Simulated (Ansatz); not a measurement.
bcc Fe

All values below come from r²SCAN (Ansatz, an electronic-structure program, PAW).

Run with plane-wave cutoff 500 eV, 2×2×2 k mesh, Fermi–Dirac smearing 0.1 eV, cell of 250 sites, scalar-relativistic PAW data made under PBE.

Cell: relaxed at this level.

```
Item                                          Value
------------------------------------------  -------
vacancy formation energy                    1.98 eV
vacancy formation energy before relaxation  2.55 eV
```

Measured, for comparison: vacancy formation energy 2 ± 0.2 eV (no zero-point or thermal correction, monovacancy, our sources range from 1.53 to 2.00; as tabulated in Nandi et al. (2010), arXiv:0904.3859). Computed (rounded) less measured: vacancy formation energy not scored (sources differ).

Note: energies are extrapolated to zero smearing, and mesh and cell size move such values by some hundredths of an eV or more.

The computed numbers hold no vibrational or temperature effects.
